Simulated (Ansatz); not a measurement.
# A ladder of methods for SiH2F− (SMILES F[SiH2-])

SiH2F− has 4 atoms, charge -1, and is taken as a singlet. SMILES: `F[SiH2-]`. The shape is that of a GFN2-xTB optimisation.

```xyz
4

F     1.2242    0.6908   -0.3839
Si   -0.1140   -0.3916   -0.4401
H    -1.1854    0.6583   -0.1433
H     0.0751   -0.9576    0.9672
```

Quantity: the energy change with the F1–Si2 bond stretched from 1.722 to 3.444 Å, in eV. The values are calculated.

```csv
level,kind,program,value (eV),less FCI/STO-3G
SVWN5/STO-3G (restricted),LDA,Ansatz,5.25,+0.72
revPBE/STO-3G (restricted),GGA,Ansatz,4.68,+0.15
r2SCAN/STO-3G (restricted),meta-GGA,Ansatz,5.07,+0.54
B3LYP/STO-3G (restricted),global hybrid,Ansatz,5.44,+0.91
BHLYP/STO-3G (restricted),global hybrid,Ansatz,6.34,+1.81
HSE06/STO-3G (restricted),range-separated hybrid,Ansatz,5.57,+1.04
MP2/STO-3G (restricted),perturbation theory,Ansatz,6.00,+1.47
CCSD(T)/STO-3G (restricted),coupled cluster or CI,Ansatz,3.90,-0.63
FCI/STO-3G,exact in the basis,Ansatz,4.53,0.00
```

FCI/STO-3G is exact within its basis and frozen core, so for wave-function methods in that basis the difference is their error; functionals converge differently with the basis, so for them it is only a difference. Sets without diffuse functions describe the anion poorly. The first shape isn't each level's own minimum. The values span 3.90 to 6.34 eV. All rows use very small basis sets, so none should be taken for the real molecule's value.
